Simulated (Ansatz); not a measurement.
## Ansatz (development build ahead of 0.2.0) run

```yaml
crystal:
  periodic: [false, false, false]
  atoms:
    - { symbol: Cl, position_ang: [-1.0309, 0.07408, 1.94688] }
    - { symbol: Mg, position_ang: [-0.02935, 0.02196, 0.10321] }
    - { symbol: Cl, position_ang: [1.07255, -0.02592, -2.01674] }
basis:
  gaussian: { orbitals: def2-SVP }
total_charge: 1
magnetization:
  spin_polarized: true
  initial_magnetization: 1
hamiltonian:
  xc: hf
output:
  forces: true
```

The input is written out in the form of the current development build from the run's settings.

Output:

```json
{
 "Converged": "yes",
 "Total energy": "-1118.03360 hartree",
 "Spin squared of the determinant": "0.756",
 "Stability test": "minimum"
}
```

Forces (eV/Å):
| atom | Fx | Fy | Fz |
| --- | --- | --- | --- |
| Cl1 | -0.471 | 0.024 | 0.870 |
| Mg2 | 0.045 | -0.005 | -0.054 |
| Cl3 | 0.425 | -0.019 | -0.816 |
